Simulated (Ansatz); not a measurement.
An input meant for AlH₂F (charge 0, singlet).

```yaml
crystal:
  periodic: [false, false, false]
  atoms:
    - {symbol: Al, position_ang: [0.028647, 0.047598, 0.001532]}
    - {symbol: H, position_ang: [1.600175, -0.065877, 0.014778]}
    - {symbol: H, position_ang: [-0.822459, -1.365369, 0.004180]}
    - {symbol: F, position_ang: [-0.822459, -1.365369, 0.004180]}
basis:
  gaussian: {orbitals: pcseg-2, final_grid: {core_spheres: 5, valence_spheres: 4, degree: 11}}
hamiltonian: {xc: {name: SVWN5}}
scf: {lower_state_search: full}
```

```sh
$ ansatz run in.yaml --threads 4 --pin off --events-out ev --progress --plain --max-ram 3916MiB
```

Output, abridged:

```
Error: two nuclei lie on one point
```

**Question.** What is wrong with this run?

**Answer.** One atom was put on top of another. The program refused the input.
